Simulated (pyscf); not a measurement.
Structures and frequencies: ωB97X-D3(BJ)/def2-SVP in PySCF.

Q: Estimate by transition-state theory the rate constant of methane (CH₄) + H₃Si–O–ZnH → H₃C–ZnH + silanol (HO–SiH₃) (singlet surface; C–H, O–Zn broken, C–Zn, H–O formed) at 1200 K, with ωB97M-D3(BJ)/def2-TZVP energies (ideal gas, 1 atm, RRHO with modes under 100 cm⁻¹ raised to 100, one conformer, R ln 2 for chiral ones without a mode under 150 cm⁻¹; no tunnelling).

A: The electronic barrier is 37.1 kcal/mol and the thermal terms add +32.2, so ΔG‡ = 69.3 kcal/mol. With k_BT/h = 2.50e+13 s⁻¹ and RT = 2.385 kcal/mol, and a volume of 1.64e-19 cm³ per molecule at 1 atm, k = 9.7e-19 cm³ molecule⁻¹ s⁻¹. Wigner's tunnelling factor for 1362i cm⁻¹ would be 1.11. A shift of 1 kcal/mol in the barrier changes k by a factor 1.5. On the product side the descent ends in an adduct with a O–Zn contact (not fully relaxed), 7.6 kcal/mol under the separated species and 20.6 kcal/mol under the saddle at ωB97X-D3(BJ)/def2-TZVP. What is counted as broken (O–Zn) persists as a longer contact in the product adduct; parting that adduct is a step of its own. This is the saddle that the search found; another between the same sides may lie lower. Elements up to Kr have no core potential and no relativistic terms here.
